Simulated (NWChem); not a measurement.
Program: NWChem. System: HCl, charge 0, spin multiplicity 1, at a geometry optimised with B3LYP/def2-SVP. Level: RHF/cc-pVDZ, spin-restricted.

Job file:

```
start mol
memory heap 200 mb stack 900 mb global 1100 mb
geometry units angstroms nocenter noautoz noautosym
  Cl     0.000000     0.000000     0.071649
  H      0.000000     0.000000    -1.218034
end
basis spherical
  * library cc-pvdz
end
scf
  rhf
  nopen 0
  maxiter 100
  thresh 1e-7
  semidirect memsize 60000000 filesize 0
end
task scf energy
```

Part of the output:

```
             Northwest Computational Chemistry Package (NWChem) 7.3.0
             --------------------------------------------------------

                                NWChem Input Module
                                -------------------

 Scaling coordinates for geometry "geometry" by  1.889725989
 (inverse scale =  0.529177249)

                             Geometry "geometry" -> ""
                             -------------------------

 Output coordinates in angstroms (scale by  1.889725989 to convert to a.u.)

  No.       Tag          Charge          X              Y              Z
 ---- ---------------- ---------- -------------- -------------- --------------
    1 Cl                  17.0000     0.00000000     0.00000000     0.07164900
    2 H                    1.0000     0.00000000     0.00000000    -1.21803400

 Effective nuclear repulsion energy (a.u.)       6.9753677710

            Nuclear Dipole moment (a.u.)
            ----------------------------
        X                 Y               Z
 ---------------- ---------------- ----------------
     0.0000000000     0.0000000000    -0.0000018897


 Summary of "ao basis" -> "" (spherical)
 ------------------------------------------------------------------------------
       Tag                 Description            Shells   Functions and Types
 ---------------- ------------------------------  ------  ---------------------
 *                          cc-pvdz                   on all atoms

 Summary of "ao basis" -> "ao basis" (spherical)
 ------------------------------------------------------------------------------
       Tag                 Description            Shells   Functions and Types
 ---------------- ------------------------------  ------  ---------------------
 Cl                         cc-pvdz                  8       18   4s3p1d
 H                          cc-pvdz                  3        5   2s1p

                                 NWChem SCF Module
                                 -----------------

  ao basis        = "ao basis"
  functions       =    23
  atoms           =     2
  closed shells   =     9
  open shells     =     0
  charge          =   0.00
  wavefunction    = RHF
  use symmetry    = F
  symmetry adapt  = F

 Summary of "ao basis" -> "ao basis" (spherical)
 ------------------------------------------------------------------------------
       Tag                 Description            Shells   Functions and Types
 ---------------- ------------------------------  ------  ---------------------
 Cl                         cc-pvdz                  8       18   4s3p1d
 H                          cc-pvdz                  3        5   2s1p

 Forming initial guess at       0.1s

      Superposition of Atomic Density Guess
      -------------------------------------

 Sum of atomic energies:        -459.97432548

      Non-variational initial energy
      ------------------------------

 Total energy =    -460.036751
 1-e energy   =    -649.108807
 2-e energy   =     182.096688
 HOMO         =      -0.444610
 LUMO         =       0.085327

 Starting SCF solution at       0.6s

 ----------------------------------------------
         Quadratically convergent ROHF

 Convergence threshold     :          1.000E-07
 Maximum no. of iterations :          100
 Final Fock-matrix accuracy:          1.000E-09
 ----------------------------------------------

              iter       energy          gnorm     gmax       time
             ----- ------------------- --------- --------- --------
                 1     -460.0739135133  3.98D-01  2.46D-01      0.6
                 2     -460.0880219503  1.28D-01  6.90D-02      0.6
                 3     -460.0893501688  3.93D-03  1.64D-03      0.6
                 4     -460.0893514505  6.77D-06  2.58D-06      0.6
                 5     -460.0893514505  1.00D-09  4.39D-10      0.6

       Final RHF  results
       ------------------

         Total SCF energy =   -460.089351450465
      One-electron energy =   -649.755465692269
      Two-electron energy =    182.690746470813
 Nuclear repulsion energy =      6.975367770991

        Time for solution =      0.0s

             Final eigenvalues
             -----------------

              1
    1 -104.8439
    2  -10.5690
    3   -8.0369
    4   -8.0332
    5   -8.0332
    6   -1.1108
    7   -0.6176
    8   -0.4711
    9   -0.4711
   10    0.1452
   11    0.4959
   12    0.7512
   13    0.7512
   14    0.7554
   15    0.8807
   16    0.8807
   17    0.9662
   18    0.9814
   19    0.9814

                       ROHF Final Molecular Orbital Analysis
                       -------------------------------------

 Vector    7  Occ=2.000000D+00  E=-6.176082D-01
              MO Center= -6.0D-17,  1.9D-16, -1.7D-01, r^2= 1.3D+00
   Bfn.  Coefficient  Atom+Function         Bfn.  Coefficient  Atom+Function
  ----- ------------  ---------------      ----- ------------  ---------------
    10      0.475401  1 Cl pz                19     -0.372952  2 H  s
     4      0.279830  1 Cl s                 13      0.279887  1 Cl pz

 Vector    8  Occ=2.000000D+00  E=-4.711006D-01
              MO Center= -8.8D-17, -1.2D-15,  5.0D-02, r^2= 1.2D+00
   Bfn.  Coefficient  Atom+Function         Bfn.  Coefficient  Atom+Function
  ----- ------------  ---------------      ----- ------------  ---------------
     9      0.603634  1 Cl py                12      0.495145  1 Cl py

 Vector    9  Occ=2.000000D+00  E=-4.711006D-01
              MO Center=  4.9D-16, -1.6D-17,  5.0D-02, r^2= 1.2D+00
   Bfn.  Coefficient  Atom+Function         Bfn.  Coefficient  Atom+Function
  ----- ------------  ---------------      ----- ------------  ---------------
     8      0.603634  1 Cl px                11      0.495145  1 Cl px

 Vector   10  Occ=0.000000D+00  E= 1.451872D-01
              MO Center= -1.7D-17,  6.5D-17, -1.1D+00, r^2= 2.7D+00
   Bfn.  Coefficient  Atom+Function         Bfn.  Coefficient  Atom+Function
  ----- ------------  ---------------      ----- ------------  ---------------
    20      1.506824  2 H  s                  4     -0.922169  1 Cl s
    13      0.837522  1 Cl pz                10      0.271601  1 Cl pz
    19      0.199221  2 H  s

 Vector   11  Occ=0.000000D+00  E= 4.958887D-01
              MO Center=  3.1D-17, -1.4D-16, -7.4D-01, r^2= 2.1D+00
   Bfn.  Coefficient  Atom+Function         Bfn.  Coefficient  Atom+Function
  ----- ------------  ---------------      ----- ------------  ---------------
    19      1.024349  2 H  s                 20     -0.913372  2 H  s
    13      0.390843  1 Cl pz                16      0.376483  1 Cl d  0

 Vector   12  Occ=0.000000D+00  E= 7.512278D-01
              MO Center= -1.4D-15,  3.3D-14,  7.6D-02, r^2= 2.2D+00
   Bfn.  Coefficient  Atom+Function         Bfn.  Coefficient  Atom+Function
  ----- ------------  ---------------      ----- ------------  ---------------
    12     -1.191667  1 Cl py                 9      1.135522  1 Cl py
     6      0.191688  1 Cl py

 center of mass
 --------------
 x =   0.00000000 y =   0.00000000 z =   0.06712446

 moments of inertia (a.u.)
 ------------------
           5.818473710526           0.000000000000           0.000000000000
           0.000000000000           5.818473710526           0.000000000000
           0.000000000000           0.000000000000           0.000000000000

  Mulliken analysis of the total density
  --------------------------------------

    Atom       Charge   Shell Charges
 -----------   ------   -------------------------------------------------------
    1 Cl  17    17.18   2.00  2.01  0.93  0.97  6.00  3.02  2.22  0.03
    2 H    1     0.82   0.66  0.11  0.05

       Multipole analysis of the density wrt the origin
       ------------------------------------------------

     L   x y z        total         open         nuclear
     -   - - -        -----         ----         -------
     0   0 0 0     -0.000000      0.000000     18.000000

     1   1 0 0     -0.000000      0.000000      0.000000
     1   0 1 0      0.000000      0.000000      0.000000
     1   0 0 1     -0.562998      0.000000     -0.000002

     2   2 0 0    -10.300653      0.000000      0.000000
     2   1 1 0      0.000000      0.000000      0.000000
     2   1 0 1     -0.000000      0.000000      0.000000
     2   0 2 0    -10.300653      0.000000      0.000000
     2   0 1 1      0.000000      0.000000      0.000000
     2   0 0 2     -7.566162      0.000000      5.609705

 Task  times  cpu:        0.6s     wall:        0.6s

 Total times  cpu:        0.6s     wall:        0.6s
```
